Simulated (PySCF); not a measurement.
From one molecule to another.

First species: H3PO4.
SMILES: `O=P(O)(O)O`

Second species: H2O.
SMILES: `O`

Levels: B97-2/pcSseg-2 for dipole moment, HOMO energy, LUMO energy and HOMO–LUMO gap; PBE0-D3(BJ)/def2-TZVP for rotational constant A and rotational constant C. Geometries: PBE0-D3(BJ)/def2-TZVP. Each structure is a single optimised conformer of the isolated species, non-relativistic unless stated; the electronic structure was computed with PySCF and density fitting.

The conformers computed, where there is a choice (atom-mapped SMILES and torsion angles):
- `[O:1]=[P:2]([OH:3])([OH:4])[OH:5]`: H–O3–P2–O1 46°, H–O4–P2–O1 24°, H–O5–P2–O1 -179°

```csv
property,column X,column Y
dipole moment,3.28 D,1.97 D
HOMO energy,-8.53 eV,-8.68 eV
LUMO energy,-0.19 eV,0.40 eV
HOMO–LUMO gap,8.34 eV,9.08 eV
rotational constant A,4.668 GHz,828.572 GHz
rotational constant C,4.414 GHz,284.081 GHz
```

(1) Which column belongs to which species?

(2) How does each property change from the first species to the second?

Answers

(1) Column X is the first species and column Y the second. The first has 8 atoms and 50 electrons, the second 3 and 10.

(2) dipole moment -1.31 D; HOMO energy -0.15 eV; LUMO energy +0.59 eV; HOMO–LUMO gap +0.74 eV; rotational constant A +823.904 GHz; rotational constant C +279.667 GHz.

On the first: The dipole matches unit charges of opposite sign 0.68 Å apart (1 e·Å = 4.8032 D). Isolated species at its PBE0-D3(BJ)/def2-TZVP geometry (one conformer only).

On the second: In atomic units the dipole is 0.78 e·bohr (1 au = 2.5417 D). A dipole of 1.97 D is allowed in C2v, and pure rotational transitions are dipole-allowed. Isolated species at its PBE0-D3(BJ)/def2-TZVP geometry, gas phase.
